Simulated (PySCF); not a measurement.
## Basis-set dependence of population analyses: `Nc1nccs1`

C3H4N2S.
SMILES with atom numbers: `[NH2:1][c:2]1[n:3][cH:4][cH:5][s:6]1` (hydrogens: H7, H8 on N1; H9 on C4; H10 on C5)

PBE0 throughout (PySCF), one geometry, spherical d and f functions. Isolated species at its PBE0-D3(BJ)/def2-SVP geometry, gas phase. Atoms taken as equivalent share a column and are averaged. The first 7 of 9 kinds of atom are listed.

Mulliken charges (e):

```
        basis  functions      N1      C2      N3      C4      C5      S6   H7/H8
       STO-3G         38  -0.399  +0.069  -0.289  -0.035  -0.220  +0.248  +0.223
        6-31G         66  -0.745  +0.038  -0.387  +0.058  -0.557  +0.486  +0.349
     pcSseg-0         66  -0.719  +0.132  -0.606  +0.136  -0.629  +0.459  +0.345
       6-31G*         96  -0.796  +0.240  -0.415  +0.025  -0.430  +0.244  +0.370
     def2-SVP        108  -0.130  -0.020  -0.208  +0.082  -0.150  +0.037  +0.146
      cc-pVDZ        108  -0.147  +0.074  -0.251  +0.131  -0.209  +0.098  +0.120
     pcSseg-1        129  -0.405  +0.196  -0.431  +0.147  -0.361  +0.200  +0.204
  aug-cc-pVDZ        178  -0.226  +0.188  -0.351  +0.492  +0.464  +0.281  -0.039
6-311+G(2d,p)        194  -0.465  +0.374  -0.347  -0.331  +0.072  -0.056  +0.249
    def2-TZVP        216  -0.444  +0.197  -0.261  -0.106  -0.166  -0.007  +0.255
      cc-pVTZ        240  -0.246  +0.132  -0.210  -0.073  -0.203  +0.015  +0.163
     IGLO-III        259  -0.459  +0.275  -0.463  +0.009  -0.246  +0.243  +0.222
```

IAO charges (e):

```json
{"basis": "STO-3G", "functions": "38", "N1": "-0.393", "C2": "-0.004", "N3": "-0.255", "C4": "-0.115", "C5": "-0.317", "S6": "+0.331", "H7/H8": "+0.235"}
{"basis": "6-31G", "functions": "66", "N1": "-0.493", "C2": "+0.093", "N3": "-0.325", "C4": "-0.077", "C5": "-0.344", "S6": "+0.210", "H7/H8": "+0.289"}
{"basis": "pcSseg-0", "functions": "66", "N1": "-0.460", "C2": "+0.086", "N3": "-0.326", "C4": "-0.069", "C5": "-0.348", "S6": "+0.206", "H7/H8": "+0.280"}
{"basis": "6-31G*", "functions": "96", "N1": "-0.501", "C2": "+0.124", "N3": "-0.348", "C4": "-0.051", "C5": "-0.356", "S6": "+0.234", "H7/H8": "+0.283"}
{"basis": "def2-SVP", "functions": "108", "N1": "-0.487", "C2": "+0.120", "N3": "-0.346", "C4": "-0.053", "C5": "-0.357", "S6": "+0.239", "H7/H8": "+0.279"}
{"basis": "cc-pVDZ", "functions": "108", "N1": "-0.498", "C2": "+0.127", "N3": "-0.347", "C4": "-0.055", "C5": "-0.360", "S6": "+0.234", "H7/H8": "+0.282"}
{"basis": "pcSseg-1", "functions": "129", "N1": "-0.499", "C2": "+0.121", "N3": "-0.353", "C4": "-0.054", "C5": "-0.364", "S6": "+0.243", "H7/H8": "+0.283"}
{"basis": "aug-cc-pVDZ", "functions": "178", "N1": "-0.524", "C2": "+0.132", "N3": "-0.360", "C4": "-0.056", "C5": "-0.363", "S6": "+0.240", "H7/H8": "+0.292"}
{"basis": "6-311+G(2d,p)", "functions": "194", "N1": "-0.526", "C2": "+0.128", "N3": "-0.361", "C4": "-0.055", "C5": "-0.370", "S6": "+0.253", "H7/H8": "+0.292"}
{"basis": "def2-TZVP", "functions": "216", "N1": "-0.522", "C2": "+0.128", "N3": "-0.360", "C4": "-0.053", "C5": "-0.374", "S6": "+0.256", "H7/H8": "+0.291"}
{"basis": "cc-pVTZ", "functions": "240", "N1": "-0.519", "C2": "+0.131", "N3": "-0.358", "C4": "-0.054", "C5": "-0.370", "S6": "+0.247", "H7/H8": "+0.290"}
{"basis": "IGLO-III", "functions": "259", "N1": "-0.527", "C2": "+0.125", "N3": "-0.361", "C4": "-0.056", "C5": "-0.374", "S6": "+0.262", "H7/H8": "+0.292"}
```

Hirshfeld charges (e):

```
        basis  functions      N1      C2      N3      C4      C5      S6   H7/H8
       STO-3G         38  -0.167  +0.086  -0.245  -0.015  -0.092  +0.115  +0.125
        6-31G         66  -0.178  +0.084  -0.229  -0.022  -0.106  +0.039  +0.143
     pcSseg-0         66  -0.175  +0.081  -0.218  -0.027  -0.114  +0.060  +0.139
       6-31G*         96  -0.177  +0.090  -0.223  -0.018  -0.103  +0.027  +0.141
     def2-SVP        108  -0.185  +0.090  -0.216  -0.027  -0.113  +0.062  +0.140
      cc-pVDZ        108  -0.180  +0.086  -0.206  -0.027  -0.111  +0.048  +0.140
     pcSseg-1        129  -0.190  +0.090  -0.217  -0.026  -0.111  +0.062  +0.139
  aug-cc-pVDZ        178  -0.195  +0.082  -0.216  -0.031  -0.115  +0.077  +0.139
6-311+G(2d,p)        194  -0.191  +0.077  -0.219  -0.031  -0.114  +0.076  +0.140
    def2-TZVP        216  -0.193  +0.083  -0.216  -0.029  -0.113  +0.067  +0.141
      cc-pVTZ        240  -0.192  +0.086  -0.213  -0.028  -0.113  +0.060  +0.141
     IGLO-III        259  -0.198  +0.082  -0.218  -0.033  -0.115  +0.089  +0.139
```

ESP-fitted charges (e):

| basis | functions | N1 | C2 | N3 | C4 | C5 | S6 | H7/H8 |
| --- | --- | --- | --- | --- | --- | --- | --- | --- |
| STO-3G | 38 | -0.819 | +0.604 | -0.512 | +0.037 | -0.172 | -0.015 | +0.345 |
| 6-31G | 66 | -0.976 | +0.648 | -0.560 | +0.112 | -0.361 | -0.084 | +0.430 |
| pcSseg-0 | 66 | -0.929 | +0.679 | -0.583 | +0.092 | -0.371 | -0.094 | +0.409 |
| 6-31G* | 96 | -0.798 | +0.457 | -0.453 | +0.081 | -0.389 | -0.025 | +0.379 |
| def2-SVP | 108 | -0.706 | +0.439 | -0.469 | +0.096 | -0.380 | -0.017 | +0.346 |
| cc-pVDZ | 108 | -0.666 | +0.382 | -0.424 | +0.075 | -0.392 | -0.007 | +0.337 |
| pcSseg-1 | 129 | -0.760 | +0.475 | -0.494 | +0.108 | -0.428 | -0.005 | +0.362 |
| aug-cc-pVDZ | 178 | -0.704 | +0.439 | -0.471 | +0.102 | -0.414 | 0.000 | +0.339 |
| 6-311+G(2d,p) | 194 | -0.722 | +0.425 | -0.465 | +0.092 | -0.431 | +0.018 | +0.349 |
| def2-TZVP | 216 | -0.722 | +0.439 | -0.466 | +0.089 | -0.407 | +0.001 | +0.348 |
| cc-pVTZ | 240 | -0.685 | +0.420 | -0.454 | +0.084 | -0.391 | -0.007 | +0.336 |
| IGLO-III | 259 | -0.706 | +0.423 | -0.474 | +0.109 | -0.429 | +0.025 | +0.342 |

Some averages cover members that differ in this geometry, most widely: H7/H8, Mulliken in IGLO-III +0.209 to +0.236 e.

Which scheme is steadiest as the basis changes?

Largest range over the bases for any column: Hirshfeld 0.09 e, IAO 0.14 e, ESP-fitted 0.31 e, Mulliken 1.09 e. Hirshfeld charges move least and Mulliken charges most, counted in e. Without the minimal STO-3G basis the ranges are Hirshfeld 0.06, IAO 0.07, ESP-fitted 0.31, Mulliken 1.09 e.

How much do the charges still move between the two largest bases, cc-pVTZ and IGLO-III?

At most, over all atoms: Mulliken 0.254 e, IAO 0.014 e, Hirshfeld 0.028 e, ESP-fitted 0.038 e.

What do the same runs give for the total energy, the frontier levels and the dipole moment?

| basis | energy (Eh) | HOMO (eV) | LUMO (eV) | μ (D) |
| --- | --- | --- | --- | --- |
| STO-3G | -616.7756 | -3.53 | 3.21 | 2.44 |
| 6-31G | -623.8847 | -6.01 | 0.08 | 1.77 |
| pcSseg-0 | -623.0022 | -6.31 | -0.19 | 1.77 |
| 6-31G* | -623.9906 | -5.86 | 0.20 | 1.73 |
| def2-SVP | -623.7299 | -6.02 | 0.06 | 1.85 |
| cc-pVDZ | -624.0370 | -5.91 | 0.14 | 1.81 |
| pcSseg-1 | -623.9726 | -6.16 | -0.15 | 1.81 |
| aug-cc-pVDZ | -624.0567 | -6.15 | -0.36 | 1.71 |
| 6-311+G(2d,p) | -624.0963 | -6.14 | -0.30 | 1.76 |
| def2-TZVP | -624.1188 | -6.10 | -0.16 | 1.76 |
| cc-pVTZ | -624.1158 | -6.06 | -0.09 | 1.73 |
| IGLO-III | -624.1198 | -6.11 | -0.17 | 1.81 |

The dipole is fixed by the density alone, so its range of 0.73 D shows that the density itself changes with the basis, not only its division among atoms.
